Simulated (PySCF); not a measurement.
**Mayer bond orders and bond lengths**

CH2N2.
Atom-mapped SMILES: `[N:1]#[C:2][NH2:3]` (hydrogens: H4, H5 on N3)

Geometry (GFN2-xTB, Å), atoms numbered from 1 in this order:
```
atom  x, y, z in Å
N1     1.8962   -0.0050   -0.0405
C2     0.7518   -0.0017    0.0205
N3    -0.5601    0.0037    0.1648
H4    -1.0368    0.8555   -0.0893
H5    -1.0424   -0.8497   -0.0727
```

Bond orders from the PBE0/pcSseg-1 density (PySCF). Isolated species at its GFN2-xTB geometry, gas phase.

(1) Where do the orders between heavy atoms depart from those drawn in the SMILES?

(2) Set the Mayer orders of the bonds beside their lengths.

## Answers

(1) The largest departure is 0.155, at C2–N3 (drawn single, 1.155). Drawn single, order above 1.12: C2–N3 (1.155).

(2) 
| bond | drawn as | length (Å) | Mayer order |
| --- | --- | --- | --- |
| N1–C2 | triple | 1.146 | 2.974 |
| C2–N3 | single | 1.320 | 1.155 |
| N3–H4 | single | 1.009 | 0.927 |
| N3–H5 | single | 1.009 | 0.927 |

By pair of heavy elements: C–N: lowest C2–N3 (1.155, 1.320 Å), highest N1–C2 (2.974, 1.146 Å).

Problem. Sum the orders of all bonds at each heavy atom with more than one neighbour and set the sums beside the valence in the SMILES.

Solution. C2 4.129 (drawn 4), N3 3.009 (drawn 3). Orders between atoms that aren't bonded are not in these sums.

Mayer orders depend on the basis set.
